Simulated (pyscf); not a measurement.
H₃C–CH₂–ZnH (SMILES C[CH2][ZnH]) → H₂C=CH₂ (SMILES C=C) + ZnH₂ (SMILES [ZnH2]) (elimination; singlet surface; C–H, C–Zn broken, H–Zn formed). Optimised with ωB97X-D3(BJ)/def2-SVP in PySCF. MP2 and CC: frozen core, UHF for open shells. ΔMP2 is the change of the MP2 total energy from the triple- to the quadruple-zeta basis. Energies in kJ/mol from the reactant's lowest minimum found.

```csv
level,barrier,reaction energy
PBE/def2-TZVP,183.8,+120.6
M06-2X/def2-TZVP,?,+121.7
ωB97M-D3(BJ)/def2-TZVP,201.5,+114.0
HF/def2-TZVP,231.0,+79.5
MP2/def2-QZVPP,200.6,+139.4
CCSD(T)/def2-TZVPP,199.5,+115.3
CCSD(T)/def2-TZVPP + ΔMP2(QZVPP),?,?
```

Fill in the missing entries.


- M06-2X/def2-TZVP, barrier: 197.1
- CCSD(T)/def2-TZVPP + ΔMP2(QZVPP), barrier: 193.3
- CCSD(T)/def2-TZVPP + ΔMP2(QZVPP), reaction energy: +123.2

On the product side the descent ends in a complex, 22.9 kJ/mol under the separated species and 99.4 kJ/mol under the saddle at ωB97X-D3(BJ)/def2-TZVP. At the saddle there is also a short C–Zn contact that neither side keeps. At ωB97X-D3(BJ)/def2-TZVP the barrier from the zero used here is 204.5 kJ/mol. This is the saddle that the search found; another between the same sides may lie lower. The CCSD(T) − MP2 part came from Ansatz, without density fitting, on the same reference. The frozen core leaves the outer d or s,p core shells of the metals and heavy elements correlated in the MP2 and CC values, and def2-TZVPP describes them poorly, which can shift differences by a few kcal/mol. Elements up to Kr have no core potential and no relativistic terms here.
